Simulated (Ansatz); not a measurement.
# GaC, GaSi: atomization energies

Ansatz 0.2.0, basis cc-pVDZ; geometries are PBE0/def2-TZVP minima. Wave-function levels freeze the cores with the filled d shells of p-block atoms; HF, MP2 and coupled cluster are restricted for singlets and unrestricted otherwise, atoms included (their steps beyond CCSDT(Q) come from restricted open-shell runs), restricted open-shell where a d shell is frozen. MRCISD+Q stands on CASSCF in the full valence space, and MRCISD+Q is size-consistent only roughly. The reference is full CI, exact within the basis. An error is the level's value less the reference. None of these values is a measured one. Energies are electronic, without zero-point terms. No spin–orbit coupling and no scalar relativity. The set is small: it underbinds, by tens of kJ/mol for each bond, so near ties and functionals' places can change in larger sets. The species are chosen: bound, without strong static correlation by their natural occupations or amplitudes, in their lowest spin state as far as vertical gaps and like structures tell, and with a ladder that closes on the reference, so errors are smaller than for species at large; levels whose determinant breaks symmetry or spin markedly are left out.

| species | bonds (Å) | quantity | symmetry of the states | reference | value (kJ/mol) | error CCSD | error CCSD(T) | error CCSDT | error CCSDT(Q) | error MRCISD+Q |
| --- | --- | --- | --- | --- | --- | --- | --- | --- | --- | --- |
| GaC, quartet | C–Ga 2.002 | atomization | Σ⁻ or Δ | full CI | 270.9 | -10.8 | -2.9 | -0.6 | 0.1 | -3.8 |
| GaSi, quartet | Si–Ga 2.418 | atomization | Σ⁻ or Δ | full CI | 206.3 | -13.3 | -3.2 | -1.0 | -0.1 | -3.3 |

The reference falls from C to Si, by 64.6 kJ/mol in all.
